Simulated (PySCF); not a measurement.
# N(OH)₂: doublet, from a bent start

Where does doublet N(OH)₂ go from a bent start, is the end point a minimum, and what are its modes, charges and moments?

Program: PySCF 2.14.0. Level of theory: PBE0, basis N def2-TZVP, O def2-TZVP, H def2-TZVP, no relativity, density fitting. These are calculated values, not measurements.

### Step 1. Starting geometry

5 atoms, charge 0, spin multiplicity 2.

Bond lengths: N1–O2 1.340 Å, N1–O3 1.340 Å, O2–H4 0.960 Å, O3–H5 0.960 Å. Angles: O2–N1–O3 110.0°, N1–O2–H4 130.0°, N1–O3–H5 130.0°.

```xyz
5
charge 0 multiplicity 2
N     0.0000    0.0000    0.0000
O     1.0977    0.0000    0.7686
O    -1.0977    0.0000    0.7686
H     1.6031   -0.7354    1.1225
H    -1.6031    0.7354    1.1225
```

### Step 2. First SCF at the start

The steps below are one call of a driver around PySCF. For each, scf.py gives the equivalent set-up of the SCF; relaxations use the driver's own optimiser. After this first run the driver tries any further starts and a stability analysis.

Input file scf.py:

```python
from pyscf import gto, scf, dft
mol = gto.M(atom='''
N      0.000000     0.000000     0.000000
O      1.097700     0.000000     0.768600
O     -1.097700     0.000000     0.768600
H      1.603100    -0.735400     1.122500
H     -1.603100     0.735400     1.122500''',
    basis={'N': 'def2-TZVP', 'O': 'def2-TZVP', 'H': 'def2-TZVP'},
    charge=0, spin=1)
mf = dft.UKS(mol, xc='PBE0')
mf.grids.atom_grid = (50, 194)
aux = {'N': 'def2-universal-JKFIT', 'O': 'def2-universal-JKFIT', 'H': 'def2-universal-JKFIT'}
mf = mf.density_fit(auxbasis=aux)
mf.conv_tol = 1e-08
mf.diis_space = 10
mf.max_cycle = 60
mf.init_guess = 'minao'
mf.verbose = 4
mf.kernel()
```

Launch:

```sh
$ OMP_NUM_THREADS=2 python axn.py task.json out
```

The runs that follow: Bent start, doublet: relaxation; Frequencies.

Q: Predict the outcome of this session. Wanted: minimum; geometry; wavenumbers; dipole moment; highest occupied, lowest empty level; polar-tensor charge of N1; zero-point energy; atomisation energy; ⟨S²⟩.

As calculated:

| quantity | value |
| --- | --- |
| minimum | doublet, C2 |
| geometry | N–O 1.362 Å (×2), O–H 0.972 Å (×2); H–O–N 107.5° (×2), O–N–O 108.1° |
| wavenumbers (cm⁻¹) | 71 (b), 533 (a), 589 (a), 1015 (b), 1022 (a), 1270 (b), 1412 (a), 3685 (b), 3689 (a) |
| dipole moment | 2.89 D |
| highest occupied, lowest empty level (either spin) | -6.90, -1.70 eV |
| polar-tensor charge of N1 | +0.50 e |
| zero-point energy | 79.5 kJ/mol |
| entropy at 298.15 K | 268.9 J/(mol K) |
| atomisation energy (no zero-point energy) | 1450 kJ/mol |
| ⟨S²⟩ | 0.754 |

In words: The bent start keeps its C2 symmetry and ends in a minimum. The strongest infrared band lies at 1015 cm⁻¹ (b). Most of the spin sits on N1 (Mulliken spin 0.82, against 1 for the whole molecule). The density between N1 and O2 is high and ELF large, as in a shared bond. Other starts or spin states, not run here, may lie lower.
